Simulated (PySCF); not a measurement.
**HNO (nitroxyl): CISD/STO-6G**

Aim: the energy change on altering one bond length of HNO (nitroxyl) at CISD/STO-6G, from 2 runs. 

The calculation is run with PySCF 2.14.0.

11 further runs of the same task are left out: 11 set aside as unsound or not needed.

## 1. The molecule

HNO: 3 atoms, total charge 0, spin state singlet. SMILES: `N=O`. The shape is that of a GFN2-xTB optimisation.

Bond lengths: N1–O2 1.201 Å, N1–H3 1.062 Å. Angles: O2–N1–H3 112.4°.

## 2. The energy at CISD/STO-6G

job.py reads:

```python
from pyscf import gto, ci

system = gto.M(
    atom='''
N       -0.275940       0.297220      -0.114780
O        0.768580       0.418030       0.466150
H       -0.492640      -0.715240      -0.351380
''',
    charge=0,
    max_memory=1860,
    verbose=3,
    basis='sto-6g',
)

mf = system.RHF()
mf.conv_tol = 1e-10
mf.kernel()
if not mf.converged:
    mf = mf.newton().run(mf.mo_coeff, mf.mo_occ)

cisd = ci.CISD(mf, frozen=2)
cisd.kernel()
etot = cisd.e_tot
print(f'total energy: {etot:.8f} hartree')
```

Run with:

```sh
$ OMP_NUM_THREADS=1 python job.py
```

Log:

```text
converged SCF energy = -129.295721134749
E(RCISD) = -129.4339679858694  E_corr = -0.1382468511201638
total energy: -129.43396799 hartree
```

Run time: 0.69 s. Hardware: 1 thread of Arm Neoverse V2, shared host; peak memory 0.12 GiB.

## 3. The distorted shape at the same level

job.py reads:

```python
from pyscf import gto, ci

mol = gto.M(
    atom='''
N      0.215646     4.005511     0.587884
O      2.189503     4.233809     1.685683
H     -0.930955    -1.351608    -0.664012
''',
    basis='sto-6g',
    max_memory=1860,
    verbose=3,
    unit='bohr',
)

mf = mol.RHF()
mf.conv_tol = 1e-10
mf.kernel()
if not mf.converged:
    mf = mf.newton().run(mf.mo_coeff, mf.mo_occ)

cisd = ci.CISD(mf, frozen=2)
cisd.kernel()
energy = cisd.e_tot
print('E(%s) = %.9f' % ('CISD', energy))
```

Run with:

```sh
$ OMP_NUM_THREADS=1 python job.py
```

Log:

```text
converged SCF energy = -128.990647609013
E(RCISD) = -129.3067649904314  E_corr = -0.3161173814187197
E(CISD) = -129.306764990
```

Run time: 0.67 s. Hardware: 1 thread of Arm Neoverse V2, shared host; peak memory 0.11 GiB.

## 4. What came out

Level: CISD/STO-6G, 2 core orbitals frozen.

| quantity | value |
| --- | --- |
| first shape: total energy | -129.43397 Eh |
| first shape: dipole moment (Hartree–Fock density) | 1.51 D |
| first shape: HOMO energy (Hartree–Fock orbitals) | -9.00 eV |
| first shape: LUMO energy (Hartree–Fock orbitals) | 5.98 eV |
| first shape: HOMO–LUMO gap (Hartree–Fock orbitals) | 14.98 eV |
| first shape: correlation energy (2 core orbitals frozen) | -138.2 mEh |
| distorted shape: total energy | -129.30676 Eh |
| distorted shape: dipole moment (Hartree–Fock density) | 1.22 D |
| distorted shape: HOMO energy (Hartree–Fock orbitals) | -4.16 eV |
| distorted shape: LUMO energy (Hartree–Fock orbitals) | 1.05 eV |
| distorted shape: HOMO–LUMO gap (Hartree–Fock orbitals) | 5.21 eV |
| distorted shape: correlation energy (2 core orbitals frozen) | -316.1 mEh |
| energy change with the N1–H3 bond stretched from 1.062 to 2.974 Å | 3.461 eV |

**Reading.** One bond (distorted shape) is far stretched, which a spin-restricted single reference describes badly; a broken-symmetry solution may lie lower. With the N1–H3 bond stretched from 1.062 to 2.974 Å the energy rises by 3.46 eV (80 kcal/mol). The first shape isn't relaxed at this level, so the change isn't measured from a minimum. A restricted reference can't describe the breaking bond well at this length. The minimal basis adds a large error of its own. Mulliken charges (distorted shape) of the mean-field density run from -0.09 on H3 to +0.12 on N1; they depend strongly on the basis.
